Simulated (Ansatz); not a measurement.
Species, as SMILES: [SH] (SH), doublet.
Atoms: S1, H2. Bonds: S1-H2.

Basis-set convergence of the optimised S1-H2 bond length at B3LYP with Ansatz (a first-principles code). All functions are spherical. The program fits the integrals of some runs and decomposes those of others, by size. Open shells are unrestricted. No added dispersion term, no relativity. Reference: the value in aug-cc-pV(5+d)Z, 1.3455 Å. Deviations are taken from unrounded values.

| basis | functions | optimised S1-H2 bond length (Å) | minus reference (Å) |
|---|---|---|---|
| def2-SV(P) | 20 | 1.3635 | 0.0180 |
| def2-SVP | 23 | 1.3574 | 0.0119 |
| def2-SVPD | 35 | 1.3577 | 0.0122 |
| def2-TZVP | 43 | 1.3473 | 0.0019 |
| def2-TZVPD | 55 | 1.3473 | 0.0018 |
| def2-TZVPP | 56 | 1.3463 | 0.0008 |
| def2-TZVPPD | 68 | 1.3461 | 0.0006 |
| def2-QZVPP | 100 | 1.3457 | 0.0002 |
| def2-QZVPPD | 112 | 1.3457 | 0.0002 |

The smallest set listed that lies within 0.005 Å of the reference with all its larger relatives (same family, alike in diffuse functions; a set with none counts only in the reference's own line) is def2-TZVP (43 functions, 0.0019 Å off).
